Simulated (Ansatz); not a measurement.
**BeSiH+ (triplet): from Hartree-Fock to the top rungs, def2-TZVPP**

One table from this session's results is given with a row withheld; the runs are named, their logs left out.

Method: def2-TZVPP, core rule «outside noble gas», up to 6 orbitals frozen; program: Ansatz 0.2.0, Gaussian basis.

To be run: UHF; ROHF; CCSD(T) on UHF.

2 further runs of the same task are left out: 2 set aside as unsound or not needed.

**What is computed**

The geometry is a PBE0/def2-TZVP stationary point (not a proven minimum) of the parent state, kept for this charge and spin.

3 atoms, charge 1, spin multiplicity 3.

Atoms are counted from 1 here; the program's logs count them from 0.

Bond lengths: Si1–Be2 2.070 Å, Si1–H3 1.636 Å, Be2–H3 1.659 Å. Angles: Be2–Si1–H3 51.6°, Si1–Be2–H3 50.6°, Si1–H3–Be2 77.8°.

The first run:

in.yaml

```yaml
crystal:
  periodic: [false, false, false]
  atoms:
    - {symbol: Si, position_ang: [0.000000, -0.005066, 0.517543]}
    - {symbol: Be, position_ang: [0.000000, -0.120419, -1.549250]}
    - {symbol: H, position_ang: [0.000000, 1.217853, -0.568810]}
basis:
  gaussian: {orbitals: def2-TZVPP}
total_charge: 1
magnetization: {spin_polarized: true, initial_magnetization: 2}
hamiltonian: {xc: hf}
output: {orbitals: {seedname: orbitals}}
```

Command:

```sh
ansatz run in.yaml --threads 1 --pin off --events-out ev --progress --plain --max-ram 4096MiB --backend cpu
```

Among the steps run: UHF; ROHF; CCSD(T) on UHF.

One of the session's tables, all rows but one given; the rest of the session is left out.

| method | from UCCSD(T) (kJ/mol) |
| --- | --- |
| ROHF | +363.7 |
| UHF | +349.0 |
| UMP2 | +82.3 |
| UCCSD | ? |
| UCCSD(T) | 0 |

Estimate the missing values for UCCSD.

As computed: from UCCSD(T) (kJ/mol): +15.8. In the column «from UCCSD(T) (kJ/mol)» it lies between UCCSD(T) (0) and UMP2 (+82.3).
